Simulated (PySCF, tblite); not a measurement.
**CH7F3O, a solvent cluster: NMR shifts, interaction energy, spin-spin couplings and core binding energies**

What NMR shifts, interaction energy, spin-spin couplings and core binding energies should one expect for `CO` with 3 × `F`?

Computed with tblite 0.8.0 and PySCF 2.14.0; each step states its level. No surroundings beyond the atoms listed, unless a continuum is named. Atoms count from 0, parts from 1.

## Step 1: The system as given

12 atoms, charge 0, multiplicity 1; geometry: rigid parts in contact. Parts: 1 = atoms 0–5, `CO`, charge 0; 2 = atoms 6–7, `F`, charge 0; 3 = atoms 8–9, `F`, charge 0; 4 = atoms 10–11, `F`, charge 0.

## Step 2: Bringing the parts together with GFN2-xTB

The job: settings as JSON, then the geometry in Å.

```
{"job": {"kind": "dock", "xc": "GFN2-xTB", "basis": "xTB"}, "charge": 0, "multiplicity": 1, "parts": [{"atoms": "0-5", "charge": 0, "multiplicity": 1}, {"atoms": "6-7", "charge": 0, "multiplicity": 1}, {"atoms": "8-9", "charge": 0, "multiplicity": 1}, {"atoms": "10-11", "charge": 0, "multiplicity": 1}]}
C     -0.345776     0.041814    -0.061416
O      0.892106    -0.624971    -0.129636
H     -0.338920     0.940681    -0.681637
H     -1.098341    -0.635296    -0.459760
H     -0.588966     0.315180     0.971165
H      1.568692     0.003302     0.141265
F     -2.900863    -2.116088     0.664083
H     -1.980663    -1.997570     0.780428
F     -1.670476     1.124812     3.157919
H     -2.271525     1.454748     2.522202
F     -0.122327     3.181311     2.135483
H     -0.040993     2.688313     2.925660
```

Level: GFN2-xTB search for minima from random contacts, gas phase.

The run is started by

```bash
$ OMP_NUM_THREADS=1 python cluster_run.py task.json out
```

This one command runs all jobs of the session in turn.

**Question.** The jobs that follow are: PBE0-D3(BJ)/def2-SVPD geometry optimisation, gas phase; GIAO PBE0/pcSseg-2 NMR shielding, non-relativistic, gas phase; wB97M-D3(BJ)/def2-SVPD interaction energy, counterpoise and uncorrected, gas phase; PBE0-D3(BJ)/def2-SVPD interaction energy, counterpoise and uncorrected, gas phase; B3LYP/pcJ-1 indirect spin-spin coupling, non-relativistic, gas phase; delta-SCF UKS SCAN, pcX-2 on the ionised atom, pcseg-1 elsewhere, spin-free X2C. Predict: binding energy (GFN2-xTB); point group; rotational constants (main isotopes); shieldings of C, H (PBE0/pcSseg-2); largest proton shift on binding; interaction energy, counterpoise (wB97M-D3(BJ)/def2-SVPD); superposition error; binding energy (with deformation); largest coupling of the table (B3LYP/pcJ-1); F1s binding energies, SCAN/pcX-2 (standing for 2 of 3 atoms); O1s binding energies, SCAN/pcX-2.

**Answer**, as computed:

| quantity | value |
| --- | --- |
| binding energy (GFN2-xTB) | -33.57 kcal/mol |
| point group | C1 |
| rotational constants (main isotopes) | 3.80, 2.19, 1.47 GHz |
| shieldings of C, H (PBE0/pcSseg-2) | C0 131.6, H7 16.2, H9 19.8, H11 21.9, H5 25.6, H4 27.7, H2 27.8, H3 27.8 ppm and more |
| largest proton shift on binding | H7, +13.02 ppm |
| interaction energy, counterpoise (wB97M-D3(BJ)/def2-SVPD) | -40.89 kcal/mol |
| superposition error | 2.23 kcal/mol |
| binding energy (with deformation) | -33.49 kcal/mol |
| largest coupling of the table (B3LYP/pcJ-1) | ¹J(F,H) F10–H11, 385.3 Hz |
| F1s binding energies, SCAN/pcX-2 (standing for 2 of 3 atoms) | F8 693.33, F6 692.69 eV |
| O1s binding energies, SCAN/pcX-2 | O1 540.33 eV |
| range of the interaction energy over the runs of this table | -44.34 to -40.89 kcal/mol |

**Reading.** In the one minimum found, at its xTB geometry, the leading contact, judged by the atoms' radii, is H7···O1 (hydrogen bond, 1.44 Å). Further contacts there: H9···F6 (hydrogen bond, 1.56 Å), H11···F8 (hydrogen bond, 1.63 Å). A later relaxation moves these distances. Over 11 steps the energy fell by 0.188 eV; of the close pairs, C0–H2 changed most, 1.063 to 1.098 Å. At PBE0/pcSseg-2: The widest tensor belongs to F6: span 131 ppm, with a paramagnetic part of -117 ppm. On binding (GIAO PBE0/pcSseg-2 NMR shielding, non-relativistic, gas phase), H7 moves most among the protons, 13.02 ppm downfield. Of the attraction, electrostatic 53 %, orbital 45 %, dispersion 2 %; Pauli repulsion takes back 92.75 kcal/mol. Density functionals describe couplings to fluorine poorly, F–F couplings above all, so those rows are rough. The F1s levels kept as sound span 0.63 eV, from F6 (fluorine bonded to H) up to F8 (fluorine bonded to H). Only 2 of the 3 F atoms are covered by sound results. The interaction energy runs from -44.34 (PBE0-D3(BJ)/def2-SVPD) to -40.89 kcal/mol (wB97M-D3(BJ)/def2-SVPD).
